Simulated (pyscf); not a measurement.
Routes from HO–SiH(OH)–OH + H₂

Candidate steps break at most two bonds and form at most two. Each was searched with GFN2-xTB (tblite) first. PySCF, gas phase, ωB97X-D3(BJ)/def2-SVP geometries. Energies: ωB97M-D3(BJ)/def2-TZVP, kJ/mol, from the separated reactants, singlet surface; ΔG‡ with ideal gas, 1 atm, RRHO with modes under 100 cm⁻¹ raised to 100, one conformer, R ln 2 for chiral ones without a mode under 150 cm⁻¹.

| products | type | ΔE‡ | ΔE | ΔG‡ 298 K | ΔG‡ 900 K | ν‡ (cm⁻¹) |
|---|---|---|---|---|---|---|
| HO–SiH₂–OH + H₂O | four-centre exchange | 222.8 | +103.7 | 269.6 | 356.9 | 1094i |
| HO–SiH(OH)–OH + H₂ | four-centre exchange | 287.7 | 0.0 | 314.8 | 387.0 | 2832i |

Row 1: On the product side the descent ends in a complex (not fully relaxed), 18.9 kJ/mol under the separated species and 141.7 kJ/mol under the saddle at ωB97X-D3(BJ)/def2-TZVP. 

Plain bond fissions and candidates not yet searched are not listed, and one of them may be faster. Each barrier is that of the saddle found; lower ones may exist.
